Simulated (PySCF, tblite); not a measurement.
**5 × ammonia**

A gas-phase complex of 5 × ammonia; neutral, singlet. The structure comes from a short search (6 tight-binding starts) and was relaxed by PBE0-D3(BJ)/def2-SVPD; another way of binding may lie lower. No frequency run checks that it is a minimum.

```
part     name  SMILES  atoms  charge  multiplicity
   1  ammonia       N    1–4       0             1
   2  ammonia       N    5–8       0             1
   3  ammonia       N   9–12       0             1
   4  ammonia       N  13–16       0             1
   5  ammonia       N  17–20       0             1
```

```xyz
20

N    -0.607   -1.898   -0.529
H    -0.505   -1.018   -1.055
H    -0.759   -2.642   -1.204
H    -1.460   -1.822    0.018
N    -0.073    2.571    0.585
H     0.262    3.525    0.481
H    -0.956    2.628    1.085
H     0.593    2.079    1.199
N     1.915    1.016    2.375
H     1.646    0.973    3.354
H     1.929    0.049    2.020
H     2.873    1.355    2.356
N     1.919   -1.861    1.242
H     2.721   -2.053    0.648
H     1.872   -2.621    1.915
H     1.080   -1.927    0.647
N    -0.167    0.803   -1.943
H    -0.146    1.439   -1.132
H     0.743    0.861   -2.392
H    -0.843    1.174   -2.604
```
(Å; atoms numbered from 1)

Contacts between parts, classed by geometry: H2···N17 2.054 Å (hydrogen bond, 174°); H16···N1 2.056 Å (hydrogen bond, 176°); H18···N5 2.058 Å (hydrogen bond, 175°); H11···N13 2.063 Å (hydrogen bond, 178°); H8···N9 2.063 Å (hydrogen bond, 177°).

Interaction energies are complex less parts, with the parts frozen as they stand in it; counterpoise-corrected, in kcal/mol (PySCF).

Q: Give the interaction energy at each level run.

A: 
```csv
level,interaction,superposition error removed
wB97M-D3(BJ)/def2-SVPD,-21.57,-4.45
PBE0-D3(BJ)/def2-SVPD,-24.38,-4.27
```

Q: What holds them together? Decompose the wB97M-D3(BJ)/def2-SVPD energy: frozen parts, their antisymmetrised product, then relaxation.

A: electrostatic -40.9, Pauli repulsion +43.4, orbital relaxation -23.9, dispersion correction -4.7 kcal/mol, which sum to the value before the counterpoise correction; the Pauli term holds the exchange-correlation of the frozen density too. Of the attraction, 59 % is electrostatic, 34 % is orbital relaxation, 7 % is dispersion correction.

The parts were also relaxed and run alone, at the levels used for the complex: shieldings by PBE0/pcSseg-1; core levels by delta-SCF with SCAN, pcX-2 on the ionised atom and pcseg-1 elsewhere, spin-free X2C.

Values alone: N1–H2 bond (Å): 1.016; shielding of H2 (ppm): 31.64; shielding of N17 (ppm): 266.6; shielding of H16 (ppm): 31.64; shielding of N1 (ppm): 266.6; N1 1s core level (eV): 405.54; N13 1s core level (eV): 405.54; N17 1s core level (eV): 405.54.

Q: What does binding change?

A: 
| property | alone | in the complex | change |
| --- | --- | --- | --- |
| N1–H2 bond (Å) | 1.016 | 1.030 | +0.014 |
| shielding of H2 (ppm) | 31.64 | 26.24 | -5.40 |
| shielding of N17 (ppm) | 266.6 | 250.0 | -16.6 |
| shielding of H16 (ppm) | 31.64 | 26.22 | -5.42 |
| shielding of N1 (ppm) | 266.6 | 250.0 | -16.5 |
| N1 1s core level (eV) | 405.54 | 404.28 | -1.26 |
| N13 1s core level (eV) | 405.54 | 404.31 | -1.23 |
| N17 1s core level (eV) | 405.54 | 404.29 | -1.25 |
